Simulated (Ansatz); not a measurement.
Zinc-blende HgSe was calculated with HSE06-D3(BJ) in Ansatz (plane waves, PAW).

Settings: plane-wave cutoff 460 eV, 8×8×8 k mesh, Fermi–Dirac smearing 0.01 eV, scalar-relativistic PAW data made under PBE.

Energies at three volumes about the minimum:

| V (Å³/atom) | E − E_lowest (meV/atom) |
|---|---|
| 27.361 | 4.39 |
| 28.063 | 0.00 |
| 28.984 | 3.97 |

Q: Fit a parabola by hand: where is the minimum, what lattice constant follows, and what is the bulk modulus?

A: Slopes: (0.00 − 4.39)/(28.063 − 27.361) = -6.254 and (3.97 − 0.00)/(28.984 − 28.063) = 4.311 meV/Å³. Curvature E″ = 2 × (4.311 − (-6.254))/(28.984 − 27.361) = 13.019 meV/Å⁶. From the middle of the first interval, the slope vanishes at V0 = 27.7120 − (-6.254)/13.019 = 28.192 Å³/atom. B = V0 E″ = 28.192 × 13.019 meV/Å³ × 0.1602 GPa per meV/Å³ = 58.8 GPa. With 8 atoms in the cube, a = (8 × 28.192)^(1/3) = 6.087 Å. The full Birch–Murnaghan fit to all volumes gives V0 = 28.170 Å³/atom and B0 = 58.2 GPa.

Measured, for comparison: bulk modulus 50 GPa (temperature not stated, no zero-point or thermal correction, our sources range from 48.5 to 51.6; as tabulated in Toher et al. (2017), arXiv:1611.05714); lattice constant a 6.085 Å (293 K, no zero-point or thermal correction; as tabulated in Cardona et al. (2009), arXiv:0908.2634). Computed (rounded) less measured: bulk modulus +16 % (+13 % to +20 % over the range).

Ansatz is a quantum-chemistry and plane-wave program.
